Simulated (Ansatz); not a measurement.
Species, as SMILES: C (CH4).
Atoms: C1, H2, H3, H4, H5. Bonds: C1-H2, C1-H3, C1-H4, C1-H5.

Basis-set convergence of the optimised C1-H2 bond length at MP2 with Ansatz (a program for electronic structure). The reference of a correlated method is not its basis-set limit, which lies further on. Cartesian d functions, on some or all atoms, in 6-31G*, 6-31+G*; all else is spherical. Cores are frozen. No added dispersion term, no relativity. Reference: the value in def2-QZVPPD, 1.0842 Å, itself unsure by roughly 0.0006 Å (its mean distance from pcseg-3, def2-QZVPP, cc-pVQZ). Deviations are taken from unrounded values.

```tsv
basis	functions	optimised C1-H2 bond length (Å)
6-31G*	23	1.0900
6-31+G*	27	1.0909
cc-pVDZ	34	1.0995
aug-cc-pVDZ	59	1.0982
def2-SVP	34	1.0957
def2-SVPD	52	1.0962
pcseg-1	34	1.0904
aug-pcseg-1	59	1.0921
6-311G**	42	1.0901
6-311+G**	46	1.0902
def2-TZVP	55	1.0875
def2-TZVPD	73	1.0880
cc-pVTZ	86	1.0854
aug-cc-pVTZ	138	1.0862
pcseg-2	86	1.0837
aug-pcseg-2	138	1.0843
def2-TZVPP	87	1.0853
def2-TZVPPD	105	1.0856
def2-QZVPP	177	1.0842
def2-QZVPPD	195	1.0842
```

What the diffuse functions change, pair by pair:
- 6-31G* to 6-31+G*: 4 more functions, deviation 0.0058 to 0.0067 Å
- cc-pVDZ to aug-cc-pVDZ: 25 more functions, deviation 0.0153 to 0.0140 Å
- def2-SVP to def2-SVPD: 18 more functions, deviation 0.0115 to 0.0120 Å
- pcseg-1 to aug-pcseg-1: 25 more functions, deviation 0.0062 to 0.0079 Å
- 6-311G** to 6-311+G**: 4 more functions, deviation 0.0060 to 0.0060 Å
- def2-TZVP to def2-TZVPD: 18 more functions, deviation 0.0033 to 0.0038 Å
- cc-pVTZ to aug-cc-pVTZ: 52 more functions, deviation 0.0012 to 0.0020 Å
- pcseg-2 to aug-pcseg-2: 52 more functions, deviation -0.0005 to 0.0001 Å
- def2-TZVPP to def2-TZVPPD: 18 more functions, deviation 0.0011 to 0.0014 Å
- def2-QZVPP to def2-QZVPPD: 18 more functions, deviation 0.0000 to 0.0000 Å

Leaving out the reference's own pair, they bring the value nearer the reference by more than 0.0006 Å in 1 of 9 pairs.
